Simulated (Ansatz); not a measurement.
Run this with Ansatz 0.2.0 through its Python package and show what comes out.

Script `cas_fh2mgn.py`:
```python
import ansatz as az
from ase import Atoms


def main() -> None:
    atoms = Atoms(["N", "Mg", "F", "H", "H"], positions=[
        [-0.8703, 0.6118, 0.0032],
        [0.581, -0.7489, 0.3175],
        [1.969, -2.0666, 0.6126],
        [-0.3933, 1.608, 0.0376],
        [-1.2366, 0.5221, -1.0123],
    ])
    system = az.Crystal.molecule_from_ase(atoms)

    calculation = system.calculation().basis(gaussian="def2-SVP").correlation(active_electrons=2, active_orbitals=3)
    for method in ["sc_nevpt2"]:
        report = (calculation if method is None else calculation.correlation(method)).run().report
        space = report["configurations"]
        state = space["states"][0]
        print(method or "casscf", f"total {report['free_energy_ev'] / 27.211386246:.6f} Ha, active-space state {state['energy']['hartree']:.6f} Ha, mean field {report['reference_energy_ev'] / 27.211386246:.6f} Ha")
        print("  determinants", state["n_determinants"], " natural occupations", [round(n, 3) for n in space["natural_occupations"]])


if __name__ == "__main__":
    main()
```

Running `python cas_fh2mgn.py` prints:
```text
sc_nevpt2 total -354.931967 Ha, active-space state -354.540819 Ha, mean field -354.515841 Ha
  determinants 9  natural occupations [1.972, 0.025, 0.004]
```

These settings explore the input space; basis and method may be short of convergence. The geometry is a force-field or estimated start, not a minimum of this method, and the basis set is short of its limit. The active space starts as a window about the frontier orbitals and is then optimised, not chosen by chemistry. It ran for 2.3 s on 1 thread of AMD EPYC 7B13 (Zen 3) (shared host), peak memory 0.18 GiB.
